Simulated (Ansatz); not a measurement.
Anthracene C14H10, treated with r²SCAN (Ansatz, a program for electronic structure, PAW).

Run with plane-wave cutoff 500 eV, 4×4×4 k mesh, gaussian smearing 0.02 eV, scalar-relativistic PAW data made under PBE.

Computed at the level's own relaxed cell.

### Question
Estimate the volume per atom that the calculation returns.

### Answer

volume per atom: 9.97 Å³/atom

Note: the cell comes from a level without a dispersion term, which matters for the spacing of layers, chains or molecules.

Cost on a shared machine: around 40 core-minutes (rough).
